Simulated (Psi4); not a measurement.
# CH2F2 (SMILES FCF): CCSD(T)/aug-cc-pVDZ

Aim: the energy change on altering one bond length of CH2F2 at CCSD(T)/aug-cc-pVDZ, from 2 runs. 

The calculation is run with Psi4 1.11.

### Step 1. Starting point

CH2F2 has 5 atoms, charge 0, and is taken as a singlet. As SMILES, `FCF`. Geometry: relaxed at PBE0-D4/def2-TZVP.

Bond lengths: F1–C2 1.351 Å, C2–F3 1.351 Å, C2–H4 1.093 Å, C2–H5 1.094 Å. Angles: F1–C2–F3 108.6°, F1–C2–H4 108.8°, F1–C2–H5 108.8°, F3–C2–H4 108.8°, F3–C2–H5 108.8°, H4–C2–H5 113.0°.

### Step 2. The energy at CCSD(T)/aug-cc-pVDZ

File ch2f2.xyz:

```xyz
5
CH2F2
F     -1.073300     0.191200     0.698300
C      0.010100    -0.016900    -0.082300
F      1.090500    -0.179200     0.713200
H     -0.142700    -0.932900    -0.659500
H      0.165300     0.864200    -0.711100
```

File run.py:

```python
import psi4

psi4.set_memory(1600000000)
psi4.set_num_threads(1)
psi4.core.set_output_file('output.dat', False)

with open('ch2f2.xyz') as f:
    atoms = ''.join(f.readlines()[2:])
mol = psi4.geometry('0 1\n' + atoms + 'symmetry c1\nno_reorient\nno_com')

psi4.set_options({
    'basis': 'aug-cc-pVDZ',
    'reference': 'rhf',
    'puream': True,
    'e_convergence': 1e-09,
    'd_convergence': 1e-08,
    'scf_type': 'pk',
    'num_frozen_docc': 3,
})

energy_value, wavefunction = psi4.energy("ccsd(t)", return_wfn=True)
print(f'ccsd(t) energy: {energy_value:.10f} Eh')
```

The run is started by

```
$ python run.py
```

output.dat, cut to the lines that bear on the results:

```text
[...]
  Running in c1 symmetry.
[...]
  Nuclear repulsion =   77.468210530799936
[...]
  Multiplicity = 1
[...]
  Nalpha       = 13
  Nbeta        = 13
[...]
    Number of basis functions: 87
[...]
   @RHF iter   1:  -237.88705707917370   -5.88432e-01   3.73285e-03 ADIIS/DIIS
[...]
   @RHF iter  10:  -237.93175299265289   -2.10321e-12   3.02964e-09 DIIS
[...]
    Orbital Energies [Eh]
    ---------------------
    Doubly Occupied:
       1A    -26.326360     2A    -26.326343     3A    -11.417547
       4A     -1.671103     5A     -1.609805     6A     -0.974338
       7A     -0.781184     8A     -0.773997     9A     -0.760394
      10A     -0.669203    11A     -0.634543    12A     -0.622453
      13A     -0.535212
[...]
  @RHF Final Energy:  -237.93175299265289
   => Energetics <=
    Nuclear Repulsion Energy =             77.4682105307999365
    One-Electron Energy =                -484.5949611309423517
    Two-Electron Energy =                 169.1949976074895403
    Total Energy =                       -237.9317529926528891
[...]
 Multipole Moments:
 ------------------------------------------------------------------------------------
     Multipole            Electronic (a.u.)      Nuclear  (a.u.)        Total (a.u.)
 ------------------------------------------------------------------------------------
 L = 1.  Multiply by 2.5417464519 to convert [e a0] to [Debye]
 Dipole X            :         -0.4481403            0.4497548            0.0016145
 Dipole Y            :          0.0924515           -0.1173520           -0.0249005
 Dipole Z            :        -21.3390725           20.4829304           -0.8561420
 Magnitude           :                                                    0.8565056
[...]
      * MP2 total energy                      = -238.483878222014681
[...]
      * CCSD total energy                     = -238.500397354195911
[...]
      * CCSD(T) total energy                  = -238.514738386186082
```

The script printed:

```text
ccsd(t) energy: -238.5147383862 Eh
```

Wall time 56 s (1 thread of AMD EPYC 7R43 (Zen 3), shared host); peak memory 0.65 GiB.

### Step 3. The distorted shape at the same level

File ch2f2.xyz:

```xyz
5
CH2F2
F     -1.259544    -0.866143     1.452876
C     -0.176144    -1.074243     0.672276
F      0.904256    -1.236543     1.467776
H     -0.328944    -1.990243     0.095076
H      0.165300     0.864200    -0.711100
```

File ch2f2_ase.py:

```python
import numpy as np
from ase.calculators.psi4 import Psi4
from ase.io import read

a = read('ch2f2.xyz')
calc = Psi4(atoms=a, method='ccsd(t)', basis='aug-cc-pVDZ', memory='1600MB', num_threads=1, charge=0, multiplicity=1, label='psi4-calc')
calc.psi4.set_options({'puream': True, 'e_convergence': 1e-09, 'd_convergence': 1e-08, 'scf_type': 'pk', 'num_frozen_docc': 3})
a.calc = calc

print(f'energy: {a.get_potential_energy():.6f} eV')
```

The run is started by

```
$ python ch2f2_ase.py
```

psi4-calc.dat, cut to the lines that bear on the results:

```text
[...]
  Running in c1 symmetry.
[...]
  Nuclear repulsion =   74.049094938264716
[...]
  Multiplicity = 1
[...]
  Nalpha       = 13
  Nbeta        = 13
[...]
    Number of basis functions: 87
[...]
   @RHF iter   1:  -237.66093601465843   -7.17325e-01   3.92839e-03 DIIS/ADIIS
[...]
   @RHF iter  11:  -237.71651539891536   -1.80478e-11   5.63516e-09 DIIS
[...]
    Orbital Energies [Eh]
    ---------------------
    Doubly Occupied:
       1A    -26.374131     2A    -26.374111     3A    -11.510967
       4A     -1.710154     5A     -1.649126     6A     -0.980169
       7A     -0.814829     8A     -0.798730     9A     -0.761266
      10A     -0.698748    11A     -0.673794    12A     -0.638384
      13A     -0.363149
[...]
  @RHF Final Energy:  -237.71651539891536
   => Energetics <=
    Nuclear Repulsion Energy =             74.0490949382647159
    One-Electron Energy =                -476.8361064488140642
    Two-Electron Energy =                 165.0704961116339859
    Total Energy =                       -237.7165153989153623
[...]
 Multipole Moments:
 ------------------------------------------------------------------------------------
     Multipole            Electronic (a.u.)      Nuclear  (a.u.)        Total (a.u.)
 ------------------------------------------------------------------------------------
 L = 1.  Multiply by 2.5417464519 to convert [e a0] to [Debye]
 Dipole X            :         -0.2794975            0.1797082           -0.0997893
 Dipole Y            :         -1.5113534            0.9157335           -0.5956199
 Dipole Z            :          2.9999916           -3.3184722           -0.3184806
 Magnitude           :                                                    0.6827524
[...]
      * MP2 total energy                      = -238.307045716498067
[...]
      * CCSD total energy                     = -238.338558831736009
[...]
      * CCSD(T) total energy                  = -238.365491554240833
```

The script printed:

```text
energy: -6486.255406 eV
```

Run time: 63 s. Hardware: 1 thread of AMD EPYC 7R43 (Zen 3), shared host; peak memory 0.65 GiB.

### Step 4. Outcome

At CCSD(T)/aug-cc-pVDZ, 3 core orbitals frozen:

| quantity | value |
| --- | --- |
| first shape: total energy | -238.51474 Eh |
| first shape: HOMO energy (Hartree–Fock orbitals) | -14.56 eV |
| first shape: LUMO energy (Hartree–Fock orbitals) | 0.93 eV |
| first shape: HOMO–LUMO gap (Hartree–Fock orbitals) | 15.50 eV |
| first shape: correlation energy (3 core orbitals frozen) | -583.0 mEh |
| first shape: (T) correction | -14.34 mEh |
| first shape: T1 diagnostic | 0.013 |
| distorted shape: total energy | -238.36549 Eh |
| distorted shape: HOMO energy (Hartree–Fock orbitals) | -9.88 eV |
| distorted shape: LUMO energy (Hartree–Fock orbitals) | -0.62 eV |
| distorted shape: HOMO–LUMO gap (Hartree–Fock orbitals) | 9.26 eV |
| distorted shape: correlation energy (3 core orbitals frozen) | -649.0 mEh |
| distorted shape: (T) correction | -26.93 mEh |
| distorted shape: T1 diagnostic | 0.025 |
| energy change with the C2–H5 bond stretched from 1.094 to 2.406 Å | 4.061 eV |

What this shows: One bond (distorted shape) is far stretched, which a spin-restricted single reference describes badly; perturbation theory on it can break down and give far too much correlation. With the C2–H5 bond stretched from 1.094 to 2.406 Å the energy rises by 4.06 eV (392 kJ/mol). The first shape isn't relaxed at this level, so the change isn't measured from a minimum. A restricted reference can't describe the breaking bond well at this length. The triples (first shape) make up 2.5 % of the correlation energy. The T1 diagnostic (distorted shape) of 0.025 is above the customary mark for such species, so a single reference may not serve. The triples (distorted shape) make up 4.2 % of the correlation energy.
